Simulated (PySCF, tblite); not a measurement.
# NH₃: protonation, part 1 of 2

What do calculations give for the protonation of NH₃ (`N`)?

Programs: tblite 0.8.0 and PySCF 2.14.0, with routines of our own; each step states its level. All values are computed. Atoms count from 0.

## 1. The system as given

4 atoms, charge 0, multiplicity 1; geometry from: start built from the parent or by distance geometry.

## 2. Relaxing the molecule with GFN2-xTB

The job: settings as JSON, then the geometry in Å.

```
{"job": {"kind": "relax", "xc": "GFN2-xTB", "basis": "xTB"}, "charge": 0, "multiplicity": 1}
N      0.022700    -0.022200     0.250600
H     -0.631200    -0.754700    -0.110400
H     -0.349000     0.893800    -0.078000
H      0.978000    -0.107300    -0.107900
```

Launch:

```console
$ OMP_NUM_THREADS=1 python redox_run.py task.json out
```

The driver reads the jobs from task.json and runs them one after another.

The program printed:

```text
step      E/eV     max force
  0    -120.37557    1.442
  1    -120.42152    0.714
  2    -120.43392    0.374
  3    -120.43876    0.326
  4    -120.44421    0.024
  5    -120.44423    0.006
```

Run time: 0.01 s. Hardware: 1 thread of Arm Neoverse V2, shared host.

Along the way:

| step | energy from step 0 (eV) | largest force (eV/Å) |
| --- | --- | --- |
| 0 | 0.0000 | 1.4415 |
| 1 | -0.0460 | 0.7136 |
| 2 | -0.0584 | 0.3745 |
| 3 | -0.0632 | 0.3257 |
| 4 | -0.0686 | 0.0239 |
| 5 | -0.0687 | 0.0057 |

Close pairs (by a distance rule), those that changed most:

| bond | before (Å) | after (Å) | change (Å) |
| --- | --- | --- | --- |
| N0–H1 | 1.046 | 1.013 | -0.034 |
| N0–H2 | 1.042 | 1.013 | -0.029 |
| N0–H3 | 1.024 | 1.013 | -0.011 |

The end geometry stands in the next job.

## 3. Vibrational analysis with GFN2-xTB

The job: settings as JSON, then the geometry in Å.

```
{"job": {"kind": "ir", "xc": "GFN2-xTB", "basis": "xTB"}, "charge": 0, "multiplicity": 1}
N      0.007971    -0.004643     0.263504
H     -0.580362    -0.736189    -0.115871
H     -0.345183     0.881269    -0.077014
H      0.938043    -0.130891    -0.116327
```

The program printed:

```text
mode    cm-1     km/mol
  1    1160.2    211.35
  2    1593.1     27.58
  3    1593.2     27.57
  4    3426.3      0.20
  5    3477.8      5.48
  6    3478.9      5.48
ZPE 88.101  H(298)-E 98.086  G(298)-E 40.750 kJ/mol  S 192.31 J/(mol K)
```

Wall time 0.04 s (1 thread of Arm Neoverse V2, shared host).

Which atoms move in the most intense modes:

| cm⁻¹ | km/mol | atoms |
| --- | --- | --- |
| 1160 | 211.3 | H1 28 %, H2 28 %, H3 28 %, N0 16 % |
| 1593 | 27.6 | H1 55 %, H2 24 %, H3 15 % |
| 1593 | 27.6 | H3 48 %, H2 38 % |
| 3426 | 0.2 | H2 34 %, H1 32 %, H3 32 % |
| 3478 | 5.5 | H2 60 %, H3 17 %, H1 16 % |
| 3479 | 5.5 | H1 46 %, H3 46 % |

## 4. Relaxing the molecule at PBE0-D3(BJ)/def2-SVP

The job: settings as JSON, then the geometry in Å.

```
{"job": {"xc": "PBE0", "basis": "def2-SVP", "d3": "d3bj", "grid": 1, "kind": "geom"}, "charge": 0, "multiplicity": 1}
N      0.007971    -0.004643     0.263504
H     -0.580362    -0.736189    -0.115871
H     -0.345183     0.881269    -0.077014
H      0.938043    -0.130891    -0.116327
```

The program printed:

```text
step   0  E = -56.44103022  max force = 0.010177
step   1  E = -56.44132157  max force = 0.001463
step   2  E = -56.44134890  max force = 0.000238
step   3  E = -56.44134891  max force = 0.000021
optimisation converged
```

Run time: 0.68 s. Hardware: 1 thread of Arm Neoverse V2, shared host.

Relaxation path:

| step | energy from step 0 (eV) | largest force component (eV/Å) |
| --- | --- | --- |
| 0 | 0.0000 | 0.5233 |
| 1 | -0.0079 | 0.0752 |
| 2 | -0.0087 | 0.0122 |
| 3 | -0.0087 | 0.0011 |

Distances of close pairs at the start and the end, largest changes first:

| bond | before (Å) | after (Å) | change (Å) |
| --- | --- | --- | --- |
| N0–H1 | 1.013 | 1.020 | +0.007 |
| N0–H3 | 1.013 | 1.020 | +0.007 |
| N0–H2 | 1.013 | 1.020 | +0.007 |

The end geometry stands in the next job.

| at the end point | value |
| --- | --- |
| point group (found at 0.08 Å tolerance) | C3v |
| rotational constants (GHz, main isotopes) | 291.7, 291.7, 190.8 |
| dipole moment (D) | 1.79 |

## 5. Harmonic vibrations (NH₃): PBE0-D3(BJ)/def2-SVP

The job: settings as JSON, then the geometry in Å.

```
{"job": {"xc": "PBE0", "basis": "def2-SVP", "d3": "d3bj", "grid": 2, "kind": "hessian"}, "charge": 0, "multiplicity": 1}
N      0.010296    -0.007055     0.292197
H     -0.572889    -0.731944    -0.125557
H     -0.345204     0.872398    -0.082311
H      0.930710    -0.126319    -0.130522
```

The program printed:

```text
coarse grid: 2928 points
cycle   1  E = -56.4103864269  dE = -9.475e-02  |g| = 3.624e-01  |ddm| = 1.600e+00
cycle   2  E = -56.3977962817  dE =  1.259e-02  |g| = 4.375e-01  |ddm| = 5.926e-01
cycle   3  E = -56.4394747536  dE = -4.168e-02  |g| = 1.813e-02  |ddm| = 3.366e-01
cycle   4  E = -56.4395426801  dE = -6.793e-05  |g| = 1.782e-03  |ddm| = 1.471e-02
cycle   5  E = -56.4395433093  dE = -6.292e-07  |g| = 2.197e-04  |ddm| = 1.523e-03
final grid: 27112 points
cycle   6  E = -56.4413455580  dE = -4.009e-06  |g| = 5.330e-03  |ddm| = 8.083e-03
cycle   7  E = -56.4413420608  dE =  3.497e-06  |g| = 6.738e-03  |ddm| = 8.830e-03
cycle   8  E = -56.4413517057  dE = -9.645e-06  |g| = 5.209e-05  |ddm| = 4.851e-03
cycle   9  E = -56.4413517064  dE = -6.675e-10  |g| = 1.265e-05  |ddm| = 4.612e-05
cycle  10  E = -56.4413517064  dE = -4.496e-11  |g| = 1.083e-06  |ddm| = 1.857e-05
converged SCF energy = -56.4413517064

mode    cm-1
  1    1058.6
  2    1656.8
  3    1656.9
  4    3496.7
  5    3627.2
  6    3627.3
ZPE 90.459  H(298)-E 100.465  G(298)-E 43.049 kJ/mol  S 192.57 J/(mol K)
```

Run time: 1.6 s. Hardware: 1 thread of Arm Neoverse V2, shared host.

Zero-point energy 90.46 kJ/mol (xTB gave 88.10).

## 6. Single point (NH₃): wB97X-D3(BJ)/def2-TZVP

Geometry: PBE0-D3(BJ)/def2-SVP.

The job: settings as JSON, then the geometry in Å.

```
{"job": {"kind": "sp", "xc": "wB97X", "basis": "def2-TZVP", "d3": "d3bj", "grid": 2}, "charge": 0, "multiplicity": 1}
N      0.010296    -0.007055     0.292197
H     -0.572889    -0.731944    -0.125557
H     -0.345204     0.872398    -0.082311
H      0.930710    -0.126319    -0.130522
```

The program printed:

```text
coarse grid: 2928 points
cycle   1  E = -56.5864630338  dE = -1.420e-01  |g| = 3.031e-01  |ddm| = 1.095e+00
cycle   2  E = -56.5964501785  dE = -9.987e-03  |g| = 2.519e-01  |ddm| = 2.868e-01
cycle   3  E = -56.6082467839  dE = -1.180e-02  |g| = 2.234e-02  |ddm| = 1.135e-01
cycle   4  E = -56.6083538998  dE = -1.071e-04  |g| = 4.655e-03  |ddm| = 1.441e-02
cycle   5  E = -56.6083624221  dE = -8.522e-06  |g| = 5.575e-04  |ddm| = 5.807e-03
final grid: 27112 points
cycle   6  E = -56.6026730131  dE = -1.201e-05  |g| = 2.083e-03  |ddm| = 6.803e-03
cycle   7  E = -56.6026733678  dE = -3.547e-07  |g| = 1.807e-03  |ddm| = 1.904e-03
cycle   8  E = -56.6026739642  dE = -5.963e-07  |g| = 1.295e-04  |ddm| = 7.901e-04
cycle   9  E = -56.6026739772  dE = -1.304e-08  |g| = 4.064e-05  |ddm| = 2.900e-04
cycle  10  E = -56.6026739790  dE = -1.836e-09  |g| = 1.197e-05  |ddm| = 1.489e-04
converged SCF energy = -56.6026739790
```

Wall time 0.28 s (1 thread of Arm Neoverse V2, shared host).

## 7. Relaxing the molecule with GFN2-xTB

This step treats NH₄+, `[NH4+]`.

The job: settings as JSON, then the geometry in Å.

```
{"job": {"kind": "relax", "xc": "GFN2-xTB", "basis": "xTB"}, "charge": 1, "multiplicity": 1}
N      0.026500    -0.013200     0.286900
H     -0.583600    -0.723300    -0.148600
H     -0.327800     0.864800    -0.079100
H      0.928200    -0.111700    -0.151100
H      0.049100    -0.119100     1.337000
```

The program printed:

```text
step      E/eV     max force
  0    -122.21143    1.104
  1    -122.24976    0.727
  2    -122.28024    0.810
  3    -122.30971    0.301
  4    -122.31115    0.098
  5    -122.31148    0.046
  6    -122.31159    0.038
  7    -122.31174    0.033
  8    -122.31181    0.021
  9    -122.31183    0.007
```

It took 0.01 s on 1 thread of Arm Neoverse V2, shared host.

Relaxation path:

| step | energy from step 0 (eV) | largest force (eV/Å) |
| --- | --- | --- |
| 0 | 0.0000 | 1.1042 |
| 1 | -0.0383 | 0.7267 |
| 2 | -0.0688 | 0.8098 |
| 3 | -0.0983 | 0.3005 |
| 4 | -0.0997 | 0.0976 |
| 5 | -0.1001 | 0.0457 |
| 6 | -0.1002 | 0.0377 |
| 7 | -0.1003 | 0.0334 |
| 8 | -0.1004 | 0.0210 |
| 9 | -0.1004 | 0.0073 |

Distances of close pairs at the start and the end, largest changes first:

| bond | before (Å) | after (Å) | change (Å) |
| --- | --- | --- | --- |
| N0–H4 | 1.056 | 1.029 | -0.026 |
| N0–H3 | 1.007 | 1.030 | +0.022 |
| N0–H2 | 1.015 | 1.029 | +0.014 |
| N0–H1 | 1.033 | 1.029 | -0.003 |

The end geometry stands in the next job.

## 8. Harmonic vibrations with GFN2-xTB

The job: settings as JSON, then the geometry in Å.

```
{"job": {"kind": "ir", "xc": "GFN2-xTB", "basis": "xTB"}, "charge": 1, "multiplicity": 1}
N      0.018451    -0.020568     0.249063
H     -0.592820    -0.757380    -0.129346
H     -0.347799     0.902376    -0.022717
H      0.969501    -0.136729    -0.127631
H      0.045189    -0.090173     1.275766
```

The program printed:

```text
mode    cm-1     km/mol
  1    1339.0    311.66
  2    1339.1    311.72
  3    1339.4    311.71
  4    1420.1      0.00
  5    1420.2      0.00
  6    3268.6    187.49
  7    3269.0    187.59
  8    3269.6    187.49
  9    3310.8      0.02
ZPE 119.482  H(298)-E 129.509  G(298)-E 73.972 kJ/mol  S 186.27 J/(mol K)
```

Wall time 0.05 s (1 thread of Arm Neoverse V2, shared host).

Which atoms move in the most intense modes:

| cm⁻¹ | km/mol | atoms |
| --- | --- | --- |
| 1339 | 311.7 | H4 31 %, H1 29 %, H3 25 %, N0 14 % |
| 1339 | 311.7 | H2 31 %, H4 29 %, H1 17 %, N0 14 % |
| 1339 | 311.7 | H2 31 %, H3 31 %, H1 19 %, N0 14 % |
| 3269 | 187.5 | H3 62 %, H2 25 % |
| 3269 | 187.6 | H1 43 %, H2 41 % |
| 3270 | 187.5 | H4 64 %, H1 21 % |

## 9. Relaxing the molecule at PBE0-D3(BJ)/def2-SVP

This step treats NH₄+, `[NH4+]`.

The job: settings as JSON, then the geometry in Å.

```
{"job": {"xc": "PBE0", "basis": "def2-SVP", "d3": "d3bj", "grid": 1, "kind": "geom"}, "charge": 1, "multiplicity": 1}
N      0.018451    -0.020568     0.249063
H     -0.592820    -0.757380    -0.129346
H     -0.347799     0.902376    -0.022717
H      0.969501    -0.136729    -0.127631
H      0.045189    -0.090173     1.275766
```

The program printed:

```text
step   0  E = -56.78957942  max force = 0.000197
step   1  E = -56.78957958  max force = 0.000018
optimisation converged
```

Run time: 0.35 s. Hardware: 1 thread of Arm Neoverse V2, shared host.

Along the way:

| step | energy from step 0 (eV) | largest force component (eV/Å) |
| --- | --- | --- |
| 0 | 0.0000 | 0.0101 |
| 1 | 0.0000 | 0.0009 |

Close pairs (by a distance rule), those that changed most:

| bond | before (Å) | after (Å) | change (Å) |
| --- | --- | --- | --- |
| N0–H4 | 1.029 | 1.030 | +0.000 |
| N0–H1 | 1.029 | 1.030 | +0.000 |
| N0–H2 | 1.029 | 1.030 | +0.000 |
| N0–H3 | 1.030 | 1.030 | +0.000 |

The final coordinates are the input of the step that follows.

| at the end point | value |
| --- | --- |
| point group (found at 0.08 Å tolerance) | Td |
| rotational constants (GHz, main isotopes) | 177.4, 177.4, 177.4 |

## 10. Harmonic vibrations (NH4+): PBE0-D3(BJ)/def2-SVP

The job: settings as JSON, then the geometry in Å.

```
{"job": {"xc": "PBE0", "basis": "def2-SVP", "d3": "d3bj", "grid": 2, "kind": "hessian"}, "charge": 1, "multiplicity": 1}
N      0.018505    -0.020479     0.249055
H     -0.590090    -0.757846    -0.133232
H     -0.349552     0.902489    -0.020884
H      0.970931    -0.133128    -0.125651
H      0.042718    -0.093564     1.275837
```

The program printed:

```text
coarse grid: 3544 points
cycle   1  E = -56.7845889549  dE =  2.212e-01  |g| = 1.180e-01  |ddm| = 1.727e+00
cycle   2  E = -56.7894769715  dE = -4.888e-03  |g| = 5.321e-02  |ddm| = 2.073e-01
cycle   3  E = -56.7897539315  dE = -2.770e-04  |g| = 3.922e-02  |ddm| = 5.340e-02
cycle   4  E = -56.7900616560  dE = -3.077e-04  |g| = 3.025e-04  |ddm| = 2.280e-02
cycle   5  E = -56.7900616751  dE = -1.905e-08  |g| = 5.939e-06  |ddm| = 3.255e-04
final grid: 32480 points
cycle   6  E = -56.7895749878  dE = -8.424e-06  |g| = 6.215e-03  |ddm| = 8.592e-03
cycle   7  E = -56.7895721703  dE =  2.817e-06  |g| = 7.318e-03  |ddm| = 7.877e-03
cycle   8  E = -56.7895829592  dE = -1.079e-05  |g| = 4.480e-05  |ddm| = 4.232e-03
cycle   9  E = -56.7895829596  dE = -3.693e-10  |g| = 1.631e-06  |ddm| = 2.513e-05
cycle  10  E = -56.7895829596  dE = -5.258e-13  |g| = 2.922e-07  |ddm| = 1.248e-06
converged SCF energy = -56.7895829596

mode    cm-1
  1    1436.9
  2    1436.9
  3    1437.0
  4    1685.2
  5    1685.2
  6    3390.4
  7    3527.6
  8    3527.8
  9    3527.8
ZPE 129.524  H(298)-E 139.502  G(298)-E 84.020 kJ/mol  S 186.09 J/(mol K)
```

Run time: 2.7 s. Hardware: 1 thread of Arm Neoverse V2, shared host; peak memory 0.42 GiB.

Zero-point energy 129.52 kJ/mol (xTB gave 119.48).

## 11. Single point (NH4+): wB97X-D3(BJ)/def2-TZVP

Geometry: PBE0-D3(BJ)/def2-SVP.

The job: settings as JSON, then the geometry in Å.

```
{"job": {"kind": "sp", "xc": "wB97X", "basis": "def2-TZVP", "d3": "d3bj", "grid": 2}, "charge": 1, "multiplicity": 1}
N      0.018505    -0.020479     0.249055
H     -0.590090    -0.757846    -0.133232
H     -0.349552     0.902489    -0.020884
H      0.970931    -0.133128    -0.125651
H      0.042718    -0.093564     1.275837
```

The program printed:

```text
coarse grid: 3544 points
cycle   1  E = -56.9311017134  dE =  2.463e-01  |g| = 2.469e-01  |ddm| = 1.164e+00
cycle   2  E = -56.9464250719  dE = -1.532e-02  |g| = 1.715e-01  |ddm| = 2.319e-01
cycle   3  E = -56.9514295861  dE = -5.005e-03  |g| = 2.652e-02  |ddm| = 7.664e-02
cycle   4  E = -56.9516009235  dE = -1.713e-04  |g| = 2.488e-03  |ddm| = 2.398e-02
cycle   5  E = -56.9516028171  dE = -1.894e-06  |g| = 2.093e-04  |ddm| = 3.320e-03
final grid: 32480 points
cycle   6  E = -56.9439715494  dE = -1.922e-05  |g| = 2.707e-03  |ddm| = 7.433e-03
cycle   7  E = -56.9439721092  dE = -5.598e-07  |g| = 2.182e-03  |ddm| = 1.706e-03
cycle   8  E = -56.9439729253  dE = -8.161e-07  |g| = 7.615e-05  |ddm| = 8.201e-04
cycle   9  E = -56.9439729275  dE = -2.151e-09  |g| = 1.139e-05  |ddm| = 6.570e-05
converged SCF energy = -56.9439729275
```

Run time: 0.31 s. Hardware: 1 thread of Arm Neoverse V2, shared host; peak memory 0.41 GiB.

(Continued in part 2 of 2.)
